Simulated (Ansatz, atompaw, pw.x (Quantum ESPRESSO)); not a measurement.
## pw.x on bcc H: one setting changed

Potential: PAW, atompaw 4.2.0.5, PBEsol; core none, reference 1s1; waves: 1s (bound): rc 1.35 bohr; 1s channel at 0.75 Ry: rc 1.35 bohr; 2p channel at 0.05 Ry: rc 1.00 bohr; local part: bessel scheme, radius 1.10 bohr; core correction: none; augmentation: besselshape compensation charge, radius 1.20 bohr; PAW radius 1.35 bohr; waves and projectors: custom polynom2 7 10 vanderbiltortho.

The reference run (k-mesh 18³, cutoffs 40/400 Ry, Fermi–Dirac 0.01 Ry, mixing_beta 0.4, conv_thr 1e-9, no spin) gives -2.01 GPa at 2.977 Å³/atom, where all-electron LAPW gives -2.42 GPa. This run, with its own iteration cap, changes k-mesh shift to 1.

```
&control
  calculation='scf', prefix='x', pseudo_dir='./', outdir='./tmp', tstress=.true., disk_io='none'
/
&system
  ibrav=0, nat=1, ntyp=1, ecutwfc=40, ecutrho=400, nbnd=7,
  occupations='smearing', smearing='fd', degauss=0.01
/
&electrons
  conv_thr=1e-09, mixing_beta=0.4, electron_maxstep=70
/
ATOMIC_SPECIES
H 1.0 H.UPF
CELL_PARAMETERS angstrom
  -0.90623246 0.90623246 0.90623246
  0.90623246 -0.90623246 0.90623246
  0.90623246 0.90623246 -0.90623246
ATOMIC_POSITIONS crystal
H 0.0000 0.0000 0.0000
K_POINTS automatic
18 18 18 1 1 1
```

```bash
pw.x < H.scf.in > H.scf.out
```

**Question.** How does the run end?

**Answer.** It converges in 4 iterations; the free energy moves by +5.8 meV/atom and the pressure by +0.32 GPa.

```
Message from routine setup:
     using ibrav=0 with symmetry is DISCOURAGED, use correct ibrav instead
     lattice parameter (alat)  =       2.9662  a.u.
     unit-cell volume          =      20.0898 (a.u.)^3
     number of electrons       =         1.00
     number of Kohn-Sham states=            7
     kinetic-energy cutoff     =      40.0000  Ry
     charge density cutoff     =     400.0000  Ry
     scf convergence threshold =      1.0E-09
     Exchange-correlation= SLA PW PSX PSC
     number of k points=   190  Fermi-Dirac smearing, width (Ry)=  0.0100
     iteration #  1     ecut=    40.00 Ry     beta= 0.40
     total energy              =      -1.07029692 Ry
     estimated scf accuracy    <       0.00000105 Ry
     iteration #  2     ecut=    40.00 Ry     beta= 0.40
     total energy              =      -1.07029468 Ry
     estimated scf accuracy    <       0.00000035 Ry
     iteration #  3     ecut=    40.00 Ry     beta= 0.40
     total energy              =      -1.07029470 Ry
     estimated scf accuracy    <          2.0E-09 Ry
     iteration #  4     ecut=    40.00 Ry     beta= 0.40
     the Fermi energy is     3.9182 ev
!    total energy              =      -1.07029470 Ry
     estimated scf accuracy    <          8.2E-11 Ry
     smearing contrib. (-TS)   =      -0.00058341 Ry
     The total energy is F=E-TS. E is the sum of the following terms:
     one-electron contribution =       0.63629641 Ry
     hartree contribution      =       0.01665880 Ry
     xc contribution           =      -0.66005139 Ry
     ewald contribution        =      -1.06253058 Ry
     one-center paw contrib.   =      -0.00008453 Ry
     convergence has been achieved in   4 iterations
          total   stress  (Ry/bohr**3)                   (kbar)     P=      -16.87
     Message from routine punch:
     Nothing written, as per user request (disk_io='none')
```

The run took about 1.9 s on one core of a shared host (Intel(R) Xeon(R) Platinum 8488C, 96 threads, 744 GiB, load 98).
